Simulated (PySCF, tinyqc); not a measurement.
Worked calculation: MP2 on RHF in the sto-3g basis, frozen core, for LiH, spin multiplicity 1. The lowest restricted solution is unstable here: a spin-polarised one lies 0.0001 hartree lower (PySCF). One step of it, computed by the program tinyqc.

Question. Iteration 1: building the Fock matrix. J_ij = sum D_kl (ij|kl), K_ij = sum D_kl (ik|jl); F = H + J - 0.5 K; E = tr D H + tr D J / 2 - 0.25 tr D K + E_nn.

D at the start:
```
            1Li 1s     1Li 2s   1Li 2px   1Li 2py    1Li 2pz      2H 1s
1Li 1s    2.074989  -0.223594  0.000000  0.000000   0.005438  -0.020143
1Li 2s   -0.223594   1.017572  0.000000  0.000000  -0.005519   0.096650
1Li 2px   0.000000   0.000000  0.000000  0.000000   0.000000   0.000000
1Li 2py   0.000000   0.000000  0.000000  0.000000   0.000000   0.000000
1Li 2pz   0.005438  -0.005519  0.000000  0.000000   0.003424   0.054793
2H 1s    -0.020143   0.096650  0.000000  0.000000   0.054793   0.913075
```

core Hamiltonian H = T + V (hartree):
```
            1Li 1s     1Li 2s    1Li 2px    1Li 2py    1Li 2pz      2H 1s
1Li 1s   -4.663102  -1.046554   0.000000   0.000000  -0.009726  -0.107957
1Li 2s   -1.046554  -1.348872   0.000000   0.000000  -0.095613  -0.447313
1Li 2px   0.000000   0.000000  -1.097151   0.000000   0.000000   0.000000
1Li 2py   0.000000   0.000000   0.000000  -1.097151   0.000000   0.000000
1Li 2pz  -0.009726  -0.095613   0.000000   0.000000  -1.170975  -0.603192
2H 1s    -0.107957  -0.447313   0.000000   0.000000  -0.603192  -1.237391
```

Two-electron integrals (ij|kl) in chemists' order, unique and non-zero (hartree):
```
(11|11) 1.680395   (21|11) 0.265420   (21|21) 0.049941   (22|11) 0.397727
(22|21) 0.092860   (22|22) 0.290562   (31|31) 0.008981   (32|31) 0.013788
(32|32) 0.064184   (33|11) 0.396640   (33|21) 0.092880   (33|22) 0.290497
(33|33) 0.312946   (41|41) 0.008981   (42|41) 0.013788   (42|42) 0.064184
(43|43) 0.016869   (44|11) 0.396640   (44|21) 0.092880   (44|22) 0.290497
(44|33) 0.279207   (44|44) 0.312946   (51|51) 0.008981   (52|51) 0.013788
(52|52) 0.064184   (53|53) 0.016869   (54|54) 0.016869   (55|11) 0.396640
(55|21) 0.092880   (55|22) 0.290497   (55|33) 0.279207   (55|44) 0.279207
(55|55) 0.312946   (61|11) 0.025441   (61|21) 0.004832   (61|22) 0.009227
(61|33) 0.009117   (61|44) 0.009117   (61|51) 0.000614   (61|52) 0.001198
(61|55) 0.009451   (61|61) 0.000517   (62|11) 0.090416   (62|21) 0.021512
(62|22) 0.075364   (62|33) 0.071049   (62|44) 0.071049   (62|51) 0.003359
(62|52) 0.023584   (62|55) 0.083926   (62|61) 0.002524   (62|62) 0.037305
(63|31) 0.001363   (63|32) 0.007173   (63|53) 0.003249   (63|63) 0.002095
(64|41) 0.001363   (64|42) 0.007173   (64|54) 0.003249   (64|64) 0.002095
(65|11) 0.121716   (65|21) 0.029161   (65|22) 0.105148   (65|33) 0.097908
(65|44) 0.097908   (65|51) 0.005166   (65|52) 0.036363   (65|55) 0.119531
(65|61) 0.003505   (65|62) 0.056032   (65|65) 0.084776   (66|11) 0.256889
(66|21) 0.061897   (66|22) 0.239541   (66|33) 0.219055   (66|44) 0.219055
(66|51) 0.009621   (66|52) 0.087931   (66|55) 0.280410   (66|61) 0.007373
(66|62) 0.154503   (66|65) 0.238885   (66|66) 0.774606
```

nuclear repulsion = 0.77102071 hartree

Give: Coulomb J; exchange K; Fock matrix F; total energy of this density.

Answer.

Coulomb J (hartree):
```
         1Li 1s  1Li 2s  1Li 2px  1Li 2py  1Li 2pz   2H 1s
1Li 1s   4.0385  0.6869   0.0000   0.0000   0.0099  0.0676
1Li 2s   0.6869  1.3249   0.0000   0.0000   0.0882  0.4091
1Li 2px  0.0000  0.0000   1.3022   0.0000   0.0000  0.0000
1Li 2py  0.0000  0.0000   0.0000   1.3022   0.0000  0.0000
1Li 2pz  0.0099  0.0882   0.0000   0.0000   1.3631  0.5847
2H 1s    0.0676  0.4091   0.0000   0.0000   0.5847  1.5122
```

exchange K (hartree):
```
         1Li 1s  1Li 2s  1Li 2px  1Li 2py  1Li 2pz   2H 1s
1Li 1s   3.4194  0.5488   0.0000   0.0000   0.0061  0.0624
1Li 2s   0.5488  0.4083   0.0000   0.0000   0.0682  0.2538
1Li 2px  0.0000  0.0000   0.0814   0.0000   0.0000  0.0000
1Li 2py  0.0000  0.0000   0.0000   0.0814   0.0000  0.0000
1Li 2pz  0.0061  0.0682   0.0000   0.0000   0.1762  0.2759
2H 1s    0.0624  0.2538   0.0000   0.0000   0.2759  0.8006
```

Fock matrix F (hartree):
```
          1Li 1s   1Li 2s  1Li 2px  1Li 2py  1Li 2pz    2H 1s
1Li 1s   -2.3343  -0.6341   0.0000   0.0000  -0.0028  -0.0715
1Li 2s   -0.6341  -0.2282   0.0000   0.0000  -0.0415  -0.1652
1Li 2px   0.0000   0.0000   0.1643   0.0000   0.0000   0.0000
1Li 2py   0.0000   0.0000   0.0000   0.1643   0.0000   0.0000
1Li 2pz  -0.0028  -0.0415   0.0000   0.0000   0.1041  -0.1564
2H 1s    -0.0715  -0.1652   0.0000   0.0000  -0.1564  -0.1255
```

total energy of this density = -7.635874 hartree

This density is the starting one; it is not idempotent, so its energy is not variational and may lie below the converged one.
